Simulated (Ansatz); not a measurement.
`C#CO`, 5 atoms. The species carries charge 0 and has multiplicity 1. All runs use 4 threads of an Arm Neoverse V2 on a shared host. Correlated methods freeze the cores. Open-shell runs search over several starts.

Task: Give the basis size and wall time and peak host memory of each of these runs in Ansatz. RHF-CCSD(T)/cc-pV(D+d)Z energy; RHF-CCSD(T)/def2-QZVPP energy; UKS PBE0-D4/def2-TZVPP energy of the cation; UHF-MP2/def2-QZVPP energy of the cation; UKS PBE-D4/def2-TZVPP energy of the cation; RHF-CCSD(T)/def2-SVP energy; RKS ωB97M-V/def2-QZVPP energy; UKS B3LYP-D4/def2-TZVPP energy of the cation; RKS PBE0-D4/def2-TZVP relaxation (6 steps); direct RPA on PBE orbitals/def2-TZVPP energy; RKS HSE06 (plane-wave form)-D4/def2-TZVPP energy; RHF-CCSD(T)/def2-TZVPP energy. (An estimate is asked.)

Result: The calculation gave: Other jobs shared the machine, so times are rough.

```json
{"level": "RHF-CCSD(T)/cc-pV(D+d)Z", "job": "energy", "functions": "52", "wall time": "0.3 s", "peak host memory (GiB)": "0.24"}
{"level": "RHF-CCSD(T)/def2-SVP", "job": "energy", "functions": "52", "wall time": "0.3 s", "peak host memory (GiB)": "0.24"}
{"level": "RKS HSE06 (plane-wave form)-D4/def2-TZVPP", "job": "energy", "functions": "121", "wall time": "0.55 s", "peak host memory (GiB)": "0.24"}
{"level": "direct RPA on PBE orbitals/def2-TZVPP", "job": "energy", "functions": "121", "wall time": "0.8 s", "peak host memory (GiB)": "0.24"}
{"level": "UKS B3LYP-D4/def2-TZVPP", "job": "energy of the cation", "functions": "121", "wall time": "1.1 s", "peak host memory (GiB)": "0.24"}
{"level": "UKS PBE0-D4/def2-TZVPP", "job": "energy of the cation", "functions": "121", "wall time": "1.1 s", "peak host memory (GiB)": "0.24"}
{"level": "UKS PBE-D4/def2-TZVPP", "job": "energy of the cation", "functions": "121", "wall time": "1.2 s", "peak host memory (GiB)": "0.24"}
{"level": "RKS ωB97M-V/def2-QZVPP", "job": "energy", "functions": "231", "wall time": "2.6 s", "peak host memory (GiB)": "0.44"}
{"level": "RHF-CCSD(T)/def2-TZVPP", "job": "energy", "functions": "121", "wall time": "2.7 s", "peak host memory (GiB)": "0.56"}
{"level": "RKS PBE0-D4/def2-TZVP", "job": "relaxation (6 steps)", "functions": "105", "wall time": "3.5 s", "peak host memory (GiB)": "0.15"}
{"level": "UHF-MP2/def2-QZVPP", "job": "energy of the cation", "functions": "231", "wall time": "6 s", "peak host memory (GiB)": "0.53"}
{"level": "RHF-CCSD(T)/def2-QZVPP", "job": "energy", "functions": "231", "wall time": "33 s", "peak host memory (GiB)": "4.1"}
```

B3LYP here is the variant with VWN-RPA as its local correlation; programs differ in this.
